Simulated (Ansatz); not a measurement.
## How far each method lies from full CI for [H···H···CH2], triplet

All five atoms lie in one plane.

Geometry: a point of a hydrogen-transfer path between rigid fragments, not a stationary point.

```xyz
5

H    -1.9779    0.0000    0.0000
H    -0.9399    0.0000    0.0000
C     0.1501    0.0000    0.0000
H     0.5646    0.0000    0.9962
H     0.5646    0.0000   -0.9962
```

Basis cc-pVDZ; Ansatz 0.2.0. Correlated methods freeze the noble-gas cores, which leaves 8 electrons in 33 orbitals. R marks a restricted (for open shells ROHF) determinant, U an unrestricted one. Active spaces: valence = (8e, 8o) chosen from the atoms' valence shells; pair = (4e, 4o) about the gap.

Full CI is exact within this basis and frozen core; it isn't the basis-set limit. The frozen core follows each run's orbitals, which can shift R against U totals by a few meV.

For open shells CISD and CISDTQ are restricted-active-space CI with the open shells as a complete middle space.

* UHF ⟨S²⟩: 2.026
* T1 diagnostic (RCCSD): 0.0226
* largest doubles amplitude (RCCSD): 0.033
* T1 diagnostic (UCCSD): 0.0105

```csv
level,E − E(RHF) (eV)
UHF,-0.2515
RMP2,-3.8754
UMP2,-3.8719
RCCSD,-4.5509
UCCSD,-4.5549
RCCSD(T),-4.6354
UCCSD(T),-4.6358
```

Task: Estimate how far full CI in cc-pVDZ lies from RCCSD(T). The table doesn't fix it; the size of (T) and the diagnostics are the guide.

Result: Full CI in cc-pVDZ lies 0.39 kcal/mol below RCCSD(T), which is 20 % of the (T) step (-1.95 kcal/mol). The diagnostics are small and one determinant leads, so the series closes fast and only a small part of (T) is left.

The other levels:

| level | E − E(full CI) (kcal/mol) | share of correlation (%) | wall time |
| --- | --- | --- | --- |
| CISD | 6.35 | 94.08 | 0.66 s |
| BCCD(T) | 0.39 | 99.63 | 0.64 s |
| RCCSDT | 0.09 | 99.91 | – |
| UCCSDT | 0.08 | 99.93 | – |
| CISDTQ | 0.13 | 99.88 | 2.2 s (H100) |
| RCCSDT(Q) | 0.01 | 99.99 | 4.7 s |
| UCCSDT(Q) | -0.01 | 100.01 | 4.2 s |
| RCCSDTQ | 0.00 | 100.00 | 7 s (H100) |
| UCCSDTQ | -0.01 | 100.01 | 7 s (H100) |
| CASSCF (pair space) | 94.85 | 11.59 | – |
| NEVPT2 (pair space) | 17.63 | 83.56 | 0.34 s |
| CASSCF (valence space) | 67.75 | 36.85 | – |
| NEVPT2 (valence space) | 15.82 | 85.26 | 1.5 s |
| MRCISD (valence space) | 2.85 | 97.35 | – |
| MRCISD+Q (valence space) | 0.20 | 99.81 | 2.3 s |

The correlation energy at full CI, counted from RHF, is -4.652 eV. That run took 19 s on 5 threads of AMD EPYC 7R13 with a whole H100 80 GB, shared host over 418,187,200 determinants.

Times hold each run's SCF and search for its determinant on a shared host, so for small cases they say little of a method's own cost; rows without a card ran on 1 thread of AMD EPYC 7R13.

The full-CI state has the irrep B1 of C2v, in the program's axes.

Natural occupations of full CI about the gap: 1.968 1.959 1.955 0.997 0.990 0.026 0.022 0.021 0.009 0.009; effectively unpaired electrons, Σ n²(2−n)², 2.03.
